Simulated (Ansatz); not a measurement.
Species: SiF4, charge 0, singlet. SiF4 (SMILES [Si](F)(F)(F)F).
B3LYP-D3(BJ)/def2-TZVP minimum from Ansatz (an electronic-structure program):
```
Si
F 1 1.5673
F 1 1.5673 2 109.47
F 1 1.5673 2 109.47 3 -120.00
F 1 1.5673 2 109.47 4 -120.00
```

Hartree-Fock and MP2 correlation energies in hartree (Ansatz). Radicals and triplets start from unrestricted determinants; spin-orbit coupling is neglected. Cores are frozen in correlated methods. No relativity.

```
basis        X       E(HF)  E(corr, MP2)
-----------  -  ----------  ------------
cc-pV(T+d)Z  3  -687.15753      -1.11121
cc-pV(Q+d)Z  4  -687.20187      -1.21515
cc-pV(5+d)Z  5  -687.21183      withheld
```

Task: Fit E(corr) = E∞ + A/X³ to X = 3 and 4, predict X = 5, and compare with the run.

Result: A = (-1.11121 - (-1.21515))/(1/27 - 1/64) = 4.8543; E∞ = -1.21515 - A/64 = -1.29100; at X = 5, E∞ + A/125 = -1.25216. The run gave -1.25986, 7.70 mEh below the prediction. The same form on X = 4 and 5 gives E∞ = -1.30677, 15.77 mEh below the first estimate.
